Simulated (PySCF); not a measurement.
## How methods differ on the electron affinity of C

C⁻ [He] 2s2 2p3 (4S) → C [He] 2s2 2p2 (3P), as a difference of total energies. All numbers are calculated (PySCF 2.14, the non-relativistic Hamiltonian (point nucleus), in aug-cc-pwCVTZ). Correlated levels: valence: 1s2 frozen. The calculations carry no spin-orbit coupling.

```tsv
method	electron affinity (eV)
UHF	0.453
MP2 (valence)	1.265
SCS-MP2 (valence)	0.973
CCSD (valence)	1.147
CCSD(T) (valence)	1.219
```

Errors of the correlated levels include the incompleteness of this basis and the frozen core.

Which method comes closest to the reference value, and which is furthest?

The reference is 1.262 eV (measured; photodetachment measurements, as compiled on the Wikipedia data page of electron affinities). Closest: MP2 (valence) (error 0.003 eV); furthest: UHF (error -0.809 eV).
